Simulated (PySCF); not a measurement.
# Functional dependence of a UV spectrum

cis-2,trans-4-hexadiene, C6H10.
Numbering: `[CH3:1]/[CH:2]=[CH:3]\[CH:4]=[CH:5]\[CH3:6]` (hydrogens: H7, H8, H9 on C1; H10 on C2; H11 on C3; H12 on C4; H13 on C5; H14, H15, H16 on C6)

Linear-response calculations in the def2-SVPD basis (PySCF; singlets by full response, triplets Tamm–Dancoff, core orbitals frozen in the response; HF means time-dependent Hartree–Fock). 'Strongest' is the level of largest summed f among the singlets computed (10 roots, of which the last may lack a degenerate partner); it can jump between rows when another state enters that window. S1 is the lowest singlet of each run and needn't be the same state throughout; f(S1) is that of one state. Isolated species at its PBE0-D3(BJ)/def2-SVP geometry (one conformer only).

```json
{"functional": "LDA", "kind": "LDA", "S1 (eV)": "5.22", "f(S1)": "0.723", "strongest (eV)": "5.22", "T1 (eV)": "3.24", "HOMO (eV)": "-5.38", "gap (eV)": "3.74", "ionisation energy, ΔSCF (eV)": "8.17"}
{"functional": "PBE", "kind": "GGA", "S1 (eV)": "5.25", "f(S1)": "0.738", "strongest (eV)": "5.25", "T1 (eV)": "3.07", "HOMO (eV)": "-5.22", "gap (eV)": "3.78", "ionisation energy, ΔSCF (eV)": "7.97"}
{"functional": "B3LYP", "kind": "global hybrid, 20% exact exchange", "S1 (eV)": "5.44", "f(S1)": "0.812", "strongest (eV)": "5.44", "T1 (eV)": "3.08", "HOMO (eV)": "-5.99", "gap (eV)": "5.27", "ionisation energy, ΔSCF (eV)": "8.03"}
{"functional": "PBE0", "kind": "global hybrid, 25% exact exchange", "S1 (eV)": "5.52", "f(S1)": "0.830", "strongest (eV)": "5.52", "T1 (eV)": "3.02", "HOMO (eV)": "-6.18", "gap (eV)": "5.66", "ionisation energy, ΔSCF (eV)": "8.02"}
{"functional": "BHandHLYP", "kind": "global hybrid, 50% exact exchange", "S1 (eV)": "5.69", "f(S1)": "0.907", "strongest (eV)": "5.69", "T1 (eV)": "3.01", "HOMO (eV)": "-7.00", "gap (eV)": "7.56", "ionisation energy, ΔSCF (eV)": "7.89"}
{"functional": "CAM-B3LYP", "kind": "range-separated hybrid", "S1 (eV)": "5.63", "f(S1)": "0.860", "strongest (eV)": "5.63", "T1 (eV)": "3.09", "HOMO (eV)": "-7.38", "gap (eV)": "7.97", "ionisation energy, ΔSCF (eV)": "8.10"}
{"functional": "LC-wPBE", "kind": "range-separated hybrid", "S1 (eV)": "5.84", "f(S1)": "0.896", "strongest (eV)": "5.84", "T1 (eV)": "3.02", "HOMO (eV)": "-8.68", "gap (eV)": "10.34", "ionisation energy, ΔSCF (eV)": "8.20"}
{"functional": "HF", "kind": "Hartree–Fock", "S1 (eV)": "5.92", "f(S1)": "1.043", "strongest (eV)": "5.92", "T1 (eV)": "2.65", "HOMO (eV)": "-8.19", "gap (eV)": "11.05", "ionisation energy, ΔSCF (eV)": "not settled"}
```

Question: What does wB97X-D (range-separated hybrid) give?

Answer: S1 (eV) 5.64, f(S1) 0.863, strongest (eV) 5.64, T1 (eV) 3.17, HOMO (eV) -7.91, gap (eV) 9.13, ionisation energy, ΔSCF (eV) 8.06. S1 runs from 5.22 eV (LDA) to 5.92 eV (HF), a spread of 0.70 eV, while the orbital gap spreads over 7.3 eV. Along PBE (0%), B3LYP (20%), PBE0 (25%), BHandHLYP (50%), HF (100%) S1 rises with the share of exact exchange. −ε(HOMO) comes closest to its own ΔSCF ionisation energy with wB97X-D (-0.14 eV) and misses most with LDA (-2.79 eV). 'Not settled' means that the ion's SCF failed to converge or may have ended in another state than the lowest.
